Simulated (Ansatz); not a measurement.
Born–Oppenheimer molecular dynamics of CH5BO (8 atoms, charge 0, multiplicity 1). It starts from a relaxed structure.

Theory: RKS PBE-D4/def2-SVP in Ansatz.

* ensemble: NVE (velocity Verlet)
* time step: 0.5 fs
* steps asked: 150
* starting velocities drawn for: 300 K
* seed: 149653

First frame:

```xyz
8
Properties=species:S:1:pos:R:3
B 0.019 -0.052 -0.015
C -0.039 -0.047 1.559
H -1.014 -0.346 2.000
H 0.750 -0.711 1.975
H 0.210 0.970 1.933
H 1.048 0.210 -0.620
O -1.046 -0.332 -0.817
H -1.849 -0.538 -0.300
```

Q: How far do the bonds stretch over the last three quarters of this one trajectory? (Pairs bonded in most of those frames.)

A: 
| bond | mean (Å) | spread (Å) | shortest | longest |
| --- | --- | --- | --- | --- |
| B1–C2 | 1.582 | 0.025 | 1.54 | 1.63 |
| B1–H6 | 1.231 | 0.055 | 1.15 | 1.31 |
| B1–O7 | 1.364 | 0.019 | 1.33 | 1.40 |
| C2–H3 | 1.111 | 0.014 | 1.09 | 1.13 |
| C2–H4 | 1.112 | 0.009 | 1.10 | 1.13 |
| C2–H5 | 1.116 | 0.023 | 1.08 | 1.15 |
| O7–H8 | 0.979 | 0.033 | 0.93 | 1.03 |

Mean temperature of the second half: 150 K. The conserved energy stayed within 0.38 meV per atom of its start (net change 0.24 meV per atom), so the integration is sound. Over the second half the temperature averaged 0.50 of the 300 K drawn at the start: a run that starts near a minimum puts about half its kinetic energy into the potential. A run of 0.075 ps of so small a system gives no equilibrium averages.

The run took 3.5 min on 1 thread of Arm Neoverse V2, with other jobs on the host, peak memory 0.1 GiB.
